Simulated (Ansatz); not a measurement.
# AlH6N: the cost of one run

The runs use Ansatz 0.2.0, Gaussian basis; PBE0-D4/def2-SVP.

## (1) The system as given

The start, a known saddle point with all atoms moved at random by about 0.06 Å a coordinate: 8 atoms, charge 0, spin multiplicity 1.

Atoms are counted from 1 here; the program's logs count them from 0.

Bond lengths: Al1–N2 1.889 Å, Al1–H3 1.572 Å, Al1–H4 1.584 Å, Al1–H5 1.703 Å, Al1–H6 1.753 Å, N2–H5 1.240 Å, N2–H7 1.044 Å, N2–H8 0.985 Å. Angles: N2–Al1–H3 109.5°, N2–Al1–H4 115.8°, N2–Al1–H5 40.0°, N2–Al1–H6 76.7°, H3–Al1–H4 127.4°, H3–Al1–H5 109.8°, H3–Al1–H6 102.9°, H4–Al1–H5 121.9°, H4–Al1–H6 112.2°, H5–Al1–H6 36.7°, Al1–N2–H5 61.9°, Al1–N2–H7 128.3°, Al1–N2–H8 122.7°, H5–N2–H7 115.5°, H5–N2–H8 114.4°, H7–N2–H8 105.6°, Al1–H5–N2 78.1°.

Geometry (Å):

```xyz
8
AlH6N
Al   -0.3524   -0.7478    0.4636
N    -0.0938    0.8149   -0.5663
H    -0.4601   -1.9927   -0.4904
H    -1.0702   -0.5417    1.8600
H     0.9031    0.2762   -0.0624
H     1.3767   -0.4799    0.5626
H    -0.0765    0.9100   -1.6057
H    -0.2871    1.7172   -0.2212
```

## (2) The search

Contents of run/in.yaml:

```yaml
crystal:
  periodic: [false, false, false]
  atoms:
    - {symbol: Al, position_ang: [-0.352432, -0.747812, 0.463587]}
    - {symbol: N, position_ang: [-0.093817, 0.814943, -0.566294]}
    - {symbol: H, position_ang: [-0.460122, -1.992730, -0.490385]}
    - {symbol: H, position_ang: [-1.070179, -0.541679, 1.860037]}
    - {symbol: H, position_ang: [0.903069, 0.276183, -0.062434]}
    - {symbol: H, position_ang: [1.376686, -0.479857, 0.562603]}
    - {symbol: H, position_ang: [-0.076485, 0.910028, -1.605747]}
    - {symbol: H, position_ang: [-0.287120, 1.717241, -0.221245]}
basis:
  gaussian: {orbitals: def2-SVP}
hamiltonian: {xc: pbe0, dispersion: d4}
saddle:
  f_tol: 0.05
  max_steps: 40
  mode_guess:
    - [0.2564, -0.2373, 0.2099]
    - [0.2543, -0.0472, 0.0907]
    - [-0.0689, 0.0106, -0.0598]
    - [-0.0639, 0.0343, 0.0025]
    - [-0.4309, 0.5275, -0.4262]
    - [-0.1770, -0.1336, 0.0482]
    - [0.1226, -0.0796, 0.0824]
    - [0.1074, -0.0747, 0.0524]
```

Command:

```sh
ansatz run in.yaml --threads 2 --pin off --events-out ev --progress --plain --max-ram 4352MiB
```

**Question.** How long does this run take on 2 threads of Arm Neoverse V1, shared host?

About 47 s.
